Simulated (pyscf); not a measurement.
Single points on ωB97X-D3(BJ)/def2-SVP structures (PySCF, gas phase).

Task: Estimate by transition-state theory the rate constant of H₃C–Br + CH₃• → H₃C–CH₃ + Br• (doublet surface; Br–C broken, C–C formed) at 900 K, with ωB97M-D3(BJ)/def2-TZVP energies (ideal gas, 1 atm, RRHO with modes under 100 cm⁻¹ raised to 100, one conformer, R ln 2 for rigid chiral ones; no tunnelling).

Result: The electronic barrier is 18.7 kcal/mol and the thermal terms add +30.1, so ΔG‡ = 48.9 kcal/mol. With k_BT/h = 1.88e+13 s⁻¹ and RT = 1.788 kcal/mol, and a volume of 1.23e-19 cm³ per molecule at 1 atm, k = 3.1e-18 cm³ molecule⁻¹ s⁻¹. Wigner's tunnelling factor for 903i cm⁻¹ would be 1.09. A shift of 1 kcal/mol in the barrier changes k by a factor 1.7. This is the saddle that the search found; another between the same sides may lie lower. The angle at the attacked C is 180°. Elements up to Kr have no core potential and no relativistic terms here.
